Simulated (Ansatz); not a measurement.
# SiNH4+ (singlet): the correlation ladder, cc-pVDZ

An exercise on one series of results from a longer session: the logs are not shown, and one member is left open.

The runs use Ansatz 0.2.0, Gaussian basis; cc-pVDZ, core rule «outside noble gas», up to 6 orbitals frozen.

The runs, in order: UHF; CCSD(T) on RHF; CCSD(T) on UHF; BCCD(T) on RHF; CISD; CCSDT(Q) on RHF; CCSDT(Q) on UHF.

21 further runs of the same task are left out: 1 for a known fault of the program, 11 that didn't finish, 9 set aside as unsound or not needed.

## The geometry

The geometry is a PBE0/def2-TZVP stationary point (not a proven minimum) of the parent state, kept for this charge and spin.

6 atoms, charge 1, spin multiplicity 1.

Atoms are counted from 1 here; the program's logs count them from 0.

Bond lengths: Si1–N2 1.725 Å, Si1–H3 1.493 Å, Si1–H4 1.493 Å, N2–H5 1.008 Å, N2–H6 1.008 Å. Angles: N2–Si1–H3 107.3°, N2–Si1–H4 107.3°, H3–Si1–H4 110.5°, Si1–N2–H5 119.9°, Si1–N2–H6 119.9°, H5–N2–H6 110.9°.

The first run:

The input, in.yaml:

```yaml
crystal:
  periodic: [false, false, false]
  atoms:
    - {symbol: Si, position_ang: [-0.090650, 0.000000, 0.595316]}
    - {symbol: N, position_ang: [0.112778, 0.000000, -1.117785]}
    - {symbol: H, position_ang: [0.579153, -1.226824, 1.121000]}
    - {symbol: H, position_ang: [0.579153, 1.226824, 1.121000]}
    - {symbol: H, position_ang: [-0.099805, -0.830073, -1.648445]}
    - {symbol: H, position_ang: [-0.099805, 0.830073, -1.648445]}
basis:
  gaussian: {orbitals: cc-pVDZ}
total_charge: 1
magnetization: {spin_polarized: true, initial_magnetization: 0}
hamiltonian: {xc: hf}
output: {orbitals: {seedname: orbitals}}
```

Started as:

```
> ansatz run in.yaml --threads 1 --pin off --events-out ev --progress --plain --max-ram 2393MiB
```

Among the steps run: UHF; CCSD(T) on RHF; CCSD(T) on UHF; BCCD(T) on RHF; CISD; CCSDT(Q) on RHF; CCSDT(Q) on UHF.

One table of the session follows, with a row left open; its other results are not shown here.

| method | from RCCSDT(Q) (meV) |
| --- | --- |
| RHF | +8379.8 |
| UHF | ? |
| RMP2 | +1113.9 |
| CISD | +1012.7 |
| RCCSD | +314.0 |
| RCCSD(T) | +49.5 |
| BCCD(T) | +54.0 |
| RCCSDT | +25.5 |
| RCCSDT(Q) | 0 |

Q: Estimate the row for UHF from the others.

**Answer.** from RCCSDT(Q) (meV): +8377.1. In the column «from RCCSDT(Q) (meV)» it lies between RMP2 (+1113.9) and RHF (+8379.8).

Not comparable, so not listed: CCSD(T) on UHF; CCSDT(Q) on UHF (they don't share determinant, frozen orbitals or solution with the rows shown, or repeat one).

Caveats from the session: Warnings: restricted reference is unstable; spin contamination; large T1 diagnostic.
